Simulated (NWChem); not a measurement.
# One shape, several levels: [SiH3]+ (SMILES [SiH3+])

Aim: a comparison of 3 runs (HF/aug-cc-pVTZ, MP2/aug-cc-pVTZ, CCSD(T)/aug-cc-pVTZ) of [SiH3]+. 

Program for the calculation: NWChem 7.3.0.

## 1. The molecule

[SiH3]+: 4 atoms, total charge +1, spin state singlet. SMILES: `[SiH3+]`. The shape is that of a PBE0-D4/def2-TZVP optimisation.

Bond lengths: Si1–H2 1.472 Å, Si1–H3 1.472 Å, Si1–H4 1.472 Å. Angles: H2–Si1–H3 120.0°, H2–Si1–H4 120.0°, H3–Si1–H4 120.0°.

## 2. Energy and forces at HF/aug-cc-pVTZ (run 1)

Contents of h3si.nw:

```
start h3si
title "H3Si hf"
memory 2200 mb
charge 1

geometry units atomic noautosym nocenter noautoz
  Si   0.00000000   0.00000000   0.00000000
  H    1.29805288   1.27632102   2.10326518
  H   -0.22374357  -2.77260617  -0.01870829
  H   -1.07430930   1.49609617  -2.08455689
end

basis spherical bse
  * library aug-cc-pVTZ
end

scf
  thresh 1e-08
  maxiter 80
  print low
end

task scf gradient
```

On the command line:

```bash
nwchem h3si.nw > h3si.out
```

The program printed:

```text
[...]
  functions       =   119
[...]
  wavefunction    = RHF
[...]
         Total SCF energy =   -290.362177824527
      One-electron energy =   -428.504083130801
      Two-electron energy =    122.420455215358
 Nuclear repulsion energy =     15.721450090917
        Time for solution =     29.0s
[...]
                         RHF ENERGY GRADIENTS
    atom               coordinates                        gradient
                 x          y          z           x          y          z
   1 Si      0.000000   0.000000   0.000000    0.000002   0.000007   0.000004
   2 H       1.298053   1.276321   2.103265    0.002467   0.002421   0.003997
   3 H      -0.223744  -2.772606  -0.018708   -0.000425  -0.005270  -0.000035
   4 H      -1.074309   1.496096  -2.084557   -0.002044   0.002842  -0.003966
 Task  times  cpu:       39.2s     wall:       39.2s
 Total times  cpu:       39.3s     wall:       39.3s
```

Run time: 40 s. Hardware: 1 thread of Intel Xeon Platinum 8488C (Sapphire Rapids), shared host; peak memory 0.12 GiB.

## 3. Energy and forces at MP2/aug-cc-pVTZ (run 2)

Contents of h3si.xyz:

```xyz
4
H3Si
Si     0.000000     0.000000     0.000000
H      0.686900     0.675400     1.113000
H     -0.118400    -1.467200    -0.009900
H     -0.568500     0.791700    -1.103100
```

Contents of h3si.nw:

```
start h3si
title "H3Si"
memory 2200 mb
charge 1

geometry units angstroms noautosym nocenter noautoz
  load h3si.xyz
end

basis spherical bse
  Si library aug-cc-pVTZ
  H library aug-cc-pVTZ
end

scf
  thresh 1e-08
  maxiter 80
end

mp2
  freeze core 5
  tight
end

task mp2 gradient
```

On the command line:

```bash
nwchem h3si.nw > h3si.out
```

The program printed:

```text
[...]
  functions       =   119
[...]
  wavefunction    = RHF
[...]
         Total SCF energy =   -290.362177827708
      One-electron energy =   -428.504085367530
      Two-electron energy =    122.420456314042
 Nuclear repulsion energy =     15.721451225779
        Time for solution =     28.9s
[...]
          Total MP2 energy          -290.466461015142
[...]
                         mp2 ENERGY GRADIENTS
    atom               coordinates                        gradient
                 x          y          z           x          y          z
   1 Si      0.000000   0.000000   0.000000    0.000002   0.000006   0.000004
   2 H       1.298053   1.276321   2.103265    0.001825   0.001791   0.002958
   3 H      -0.223744  -2.772606  -0.018708   -0.000314  -0.003901  -0.000026
   4 H      -1.074309   1.496096  -2.084557   -0.001513   0.002104  -0.002936
[...]
```

Wall time 83 s (1 thread of Intel Xeon Platinum 8488C (Sapphire Rapids), shared host); peak memory 0.23 GiB.

## 4. The energy at CCSD(T)/aug-cc-pVTZ (run 3)

Contents of input.nw:

```
start input
title "H3Si"
memory 2200 mb
charge 1
geometry units angstroms noautosym nocenter noautoz
  Si     0.000000     0.000000     0.000000
  H      0.686900     0.675400     1.113000
  H     -0.118400    -1.467200    -0.009900
  H     -0.568500     0.791700    -1.103100
end
basis spherical bse
  * library aug-cc-pVTZ
end
scf
  thresh 1e-08
  maxiter 80
end
ccsd
  freeze core 5
  maxiter 60
end
task ccsd(t) energy
```

On the command line:

```bash
nwchem input.nw > input.out
```

The program printed:

```text
[...]
  functions       =   119
[...]
  wavefunction    = RHF
[...]
         Total SCF energy =   -290.362177827705
      One-electron energy =   -428.504085367530
      Two-electron energy =    122.420456314046
 Nuclear repulsion energy =     15.721451225779
        Time for solution =     28.7s
[...]
 Total MP2 energy:           -290.466461015139544
[...]
             energy      energy      error      ampl     ampl      Block
                                                time     time      time
[...]
 Total CCSD energy:           -290.490467312381213
[...]
 Total CCSD+T(CCSD) energy:           -290.492780400850620
[...]
 Total CCSD(T) energy:                -290.492743753389902
[...]
```

Run time: 3.5 min. Hardware: 1 thread of Intel Xeon Platinum 8488C (Sapphire Rapids), shared host; peak memory 0.19 GiB.

## 5. Overview of the runs

| run | level | module | frozen core orbitals | energy (Eh) | largest force (eV/Å) | wall time |
| --- | --- | --- | --- | --- | --- | --- |
| 1 | HF/aug-cc-pVTZ | scf | – | -290.362178 | 0.272 | 40 s |
| 2 | MP2/aug-cc-pVTZ | mp2 | 5 | -290.466461 | 0.201 | 83 s |
| 3 | CCSD(T)/aug-cc-pVTZ | ccsd(t) | 5 | -290.492744 | – | 3.5 min |

## 6. Results

| quantity | value |
| --- | --- |
| run 3: total energy | -290.49274 Eh |
| run 3: HOMO energy (Hartree–Fock orbitals) | -21.08 eV |
| run 3: LUMO energy (Hartree–Fock orbitals) | -6.66 eV |
| run 3: HOMO–LUMO gap (Hartree–Fock orbitals) | 14.42 eV |
| run 3: correlation energy (5 core orbitals frozen) | -130.6 mEh |
| run 3: (T) correction | -2.28 mEh |

**Reading.** Below the HF energy at the same shape and in the same basis (aug-cc-pVTZ): MP2 -104.3 mEh; CCSD(T) -130.6 mEh. All runs together took 5.5 min, the longest 3.5 min.
